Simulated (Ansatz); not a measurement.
A nudged elastic band was laid between two geometries of C$_{2}$H$_{5}$ClO (9 atoms, charge 0, multiplicity 1).

These are results of RHF/STO-3G in Ansatz, not measurements.

| Item | Value |
| --- | --- |
| movable images | 7 |
| climbing image | yes |
| spring | 5.0 eV/Å² |
| optimiser | quadratic models (default) |
| start path | through a guess of the saddle point |
| force threshold | 0.05 eV/Å |
| iteration limit | 60 |
| end points | relaxed |

Image 0:

```xyz
9
Properties=species:S:1:pos:R:3
C 0.206 0.798 -0.482
C -0.215 -0.597 0.042
O -0.074 -0.740 1.457
Cl -1.984 -0.877 -0.314
H 0.014 0.868 -1.548
H -0.350 1.575 0.033
H 1.268 0.945 -0.306
H 0.323 -1.388 -0.502
H 0.901 -0.631 1.603
```

Image 8:

```xyz
9
Properties=species:S:1:pos:R:3
C 0.203 0.876 -0.574
C -0.058 -0.498 0.077
O 0.312 -0.437 1.439
Cl -1.845 -0.936 -0.097
H -0.094 0.858 -1.618
H -0.356 1.646 -0.053
H 1.264 1.100 -0.507
H 0.468 -1.297 -0.466
H 0.194 -1.359 1.780
```

Task: Which bonds break or form, and what moves?

Result: No bond is made or broken. The dihedral H8–C2–O3–H9 goes from 63 to -52°.

Task: Give the energies along the band, and the barrier.

Result: The forces met the threshold. The highest image is number 2 of 0 to 8, 0.005 eV above the first end and 0.206 eV above the last; the last end lies 0.201 eV below the first. The top lies less than 8 meV above the higher end, about what the thresholds resolve: that end is a shoulder or a very shallow well. A vibrational analysis at the climbing image gives one clearly imaginary mode, 233i cm⁻¹: a first-order saddle point. Limits of this set-up: minimal basis.

```tsv
image	path coordinate (Å)	energy (eV)	dihedral H8–C2–O3–H9 (°)
0	0.00	0.000	63
1	0.19	0.002	49
2	0.37	0.005	35
3	0.55	-0.002	20
4	0.73	-0.031	4
5	0.92	-0.083	-11
6	1.10	-0.142	-26
7	1.28	-0.186	-40
8	1.46	-0.201	-52
```

Task: What is the geometry of the highest image?

Result: 
```xyz
9
Properties=species:S:1:pos:R:3:forces:R:3
C 0.193 0.828 -0.513 -0.01 -0.01 0.00
C -0.198 -0.552 0.069 0.00 0.00 -0.01
O -0.053 -0.614 1.488 0.00 0.00 0.00
Cl -1.961 -0.886 -0.297 0.01 0.00 0.00
H 0.011 0.848 -1.582 0.00 0.00 0.00
H -0.387 1.611 -0.034 0.00 0.00 0.00
H 1.249 1.008 -0.330 0.00 0.00 0.00
H 0.358 -1.354 -0.438 0.00 0.00 0.00
H 0.876 -0.935 1.620 0.00 0.00 0.00
```

The band took 5 iterations and about 20 core-seconds.

Run time: 20 s on 1 thread of Arm Neoverse V1, with other jobs on the host, peak memory 0.077 GiB.
